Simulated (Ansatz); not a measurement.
Worked example: vertical energy of the triplet above the singlet of C6H6 (fulvene)

C6H6 has 12 atoms, charge 0, and is taken as a singlet. SMILES: `C=C1C=CC=C1`. The coordinates come from a PBE0-D4/def2-TZVP relaxation.

Both states at this one shape; open shells run unrestricted unless said. 1 Eh = 27.2114 eV.

| level | program | singlet C6H6 (Eh) | triplet C6H6 (Eh) |
| --- | --- | --- | --- |
| B3LYP/6-31G* (spherical functions) | Ansatz | -232.185987 | -232.099639 |
| PBE0/def2-SVP | Ansatz | -231.742572 | -231.658970 |

Question: Work out the vertical gap, second state less first, at each level.

Answer: 
1. B3LYP/6-31G* (spherical functions): -232.099639 − (-232.185987) = 0.086348 Eh = 2.35 eV.
2. PBE0/def2-SVP: -231.658970 − (-231.742572) = 0.083602 Eh = 2.27 eV.

No measured value is set beside it here; the levels span 2.27 to 2.35 eV.
